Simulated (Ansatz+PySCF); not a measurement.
Two shapes of doublet C6H5.

Shape 1:

```xyz
11

C    -0.0291    1.4497    0.0000
C     1.1915    0.7292    0.0000
C     1.1826   -0.6827    0.0000
C    -0.0358   -1.3964    0.0000
C    -1.2700   -0.6996    0.0000
C    -1.2057    0.6961    0.0000
H    -0.0389    2.5456    0.0000
H     2.1444    1.2728    0.0000
H     2.1320   -1.2309    0.0000
H    -0.0301   -2.4935    0.0000
H    -2.2240   -1.2391    0.0000
```

Shape 2:

```xyz
11

C    -0.0251    1.4474    0.0000
C     1.1954    0.7269    0.0000
C     1.1865   -0.6850    0.0000
C    -0.0318   -1.3987    0.0000
C    -1.2660   -0.7019    0.0000
C    -1.2017    0.6938    0.0000
H    -0.0350    2.5433    0.0000
H     2.1049    1.2458    0.0000
H     2.1360   -1.2332    0.0000
H    -0.0264   -2.4458    0.0000
H    -2.2200   -1.2414    0.0000
```

Basis set: cc-pVTZ (spherical functions). Correlated methods keep 6 orbitals frozen. Correlation on ROHF uses semicanonical orbitals with singles. Charge 0, multiplicity 2.

Computed with Ansatz (development build ahead of 0.2.0); each method stands on the lowest determinant of its kind that the runs found.

Question: Which shape is lower in energy, and by how much in each method?

Answer:

| method | E(2) − E(1) (eV) |
| --- | --- |
| ROHF | 0.005 |
| UHF | 0.005 |
| ROHF-MP2 | 0.037 |
| UHF-MP2 | 0.032 |

Shape 1 is lower. Caution for UHF, UHF-MP2: the unrestricted determinant is spin contaminated. Caution for ROHF-MP2, UHF-MP2: forces differ strongly between restricted and unrestricted references.
